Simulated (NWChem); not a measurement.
System: nitrogen dioxide (NO2, doublet); SMILES [O]N=O

NWChem input:

```
start job
memory heap 200 mb stack 900 mb global 1100 mb
geometry units angstroms noautosym nocenter noautoz
  O     -1.092926     0.000000    -0.138541
  N      0.000000     0.000000     0.313987
  O      1.092926     0.000000    -0.138541
end
basis spherical
  O library def2-svp
  N library def2-svp
end
dft
  odft
  mult 2
  xc m05-2x
  iterations 150
end
cosmo
  do_cosmo_smd true
  solvent water
end
task dft energy
```

In the optimisation the excess spin sits in a1 (C2v, its own frame). All runs use the structure optimised with PBE0/def2-SVP, spin-unrestricted. No stability test was run on the SCF state. Solvent: water.

Level: M05-2X/def2-SVP with SMD (1 M gas to 1 M solution), gas-phase geometry. Reactions with the solvent are ignored.

Problem. What results follow from this input? (M05-2X/def2-SVP, spin-unrestricted, SMD on the gas-phase geometry.) Quantities: solvation free energy (kcal/mol); cavity-dispersion-structure term (kcal/mol); dipole in solution (D).

Solution. 
| Quantity | Value |
|---|---|
| solvation free energy (kcal/mol) | 2.7 |
| cavity-dispersion-structure term (kcal/mol) | 4.4 |
| dipole in solution (D) | 0.49 |
